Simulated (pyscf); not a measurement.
F–GeH₃ (SMILES [F][GeH3]) + HF (SMILES F) → F–GeH₂–F (SMILES [F][GeH2][F]) + H₂ (SMILES [H][H]), a four-centre exchange (singlet surface; Ge–H, F–H broken, F–Ge, H–H formed). Structures and frequencies: ωB97X-D3(BJ)/def2-SVP in PySCF. Energies in eV from the separated reactants.

Small-basis levels: PySCF, no dispersion term, spherical d functions. 

In single points HF/STO-3G puts the saddle at 2.91 eV and the reaction energy at -0.37 eV. Should these be trusted to within a few kcal/mol? Compare with ωB97M-D3(BJ)/def2-TZVP.

ωB97M-D3(BJ)/def2-TZVP gives ΔE‡ = 1.49 eV and ΔE = -0.56 eV. HF/STO-3G lies 1.43 eV over it in the barrier and 0.19 eV over it in the reaction energy, so on this step it does not hold to within 0.13 eV. ωB97M-D3(BJ)/def2-TZVP has limits of its own. On the reactant side the descent ends in a complex (not fully relaxed), 0.30 eV under the separated species and 1.79 eV under the saddle at ωB97X-D3(BJ)/def2-TZVP. The same reactants have a lower exit, to F–GeH₃ + HF (barrier +0.75 eV at ωB97M-D3(BJ)/def2-TZVP, against +1.49 eV here). One saddle was located; it need not be the lowest between these sides. In the def2 sets elements up to Kr have no core potential.
